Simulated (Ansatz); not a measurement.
Basis-set extrapolation for C₄H₆O (`C#COCC`) (PBE0-D4/def2-TZVP geometry, frozen core, Ansatz). Multiplicity 1, RHF reference.

```
                      def2-TZVPP   def2-QZVPP
                 HF  -229.825835  -229.836187
    MP2 correlation    -0.882088    -0.942415
CCSD(T) correlation    -0.952851      not run
```

Energies in hartree. Use E(X) = E(∞) + A·exp(−7.88·√X) for Hartree–Fock and E(X) = E(∞) + B·X^(−2.97) for correlation, with X = 3 and 4, and add CCSD(T) minus MP2 of the smaller set to the MP2 limit.

What is the CCSD(T) energy at the basis-set limit?

HF limit: -229.836187 + (-0.010352) × 0.13774 = -229.83761. MP2 limit: -0.942415 + (-0.060327) × 0.74074 = -0.98710. Higher-order term: -0.952851 − (-0.882088) = -0.07076. Total: -230.89547 hartree, 306.6 kJ/mol below CCSD(T)/def2-TZVPP.
